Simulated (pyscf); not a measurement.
Structures and frequencies: ωB97X-D3(BJ)/def2-SVP in PySCF. Correlated levels are frozen-core, on RHF or UHF. ΔMP2 is the change of the MP2 total energy from the triple- to the quadruple-zeta basis.

Problem. How much does it cost (ΔH, 298 K, CCSD(T)/def2-TZVPP + ΔMP2(QZVPP)) to split `[SiH3][B]([Cl])[Cl]` at its B–Si bond into SiH₃• + [Cl–B–Cl]•?

Solution. B–Si to SiH₃• + [Cl–B–Cl]•: 85.0 kcal/mol. The radicals are drawn with the spin at the cut bond; how far it spreads was not checked. The CCSD(T) − MP2 part came from Ansatz, without density fitting, on the same reference.
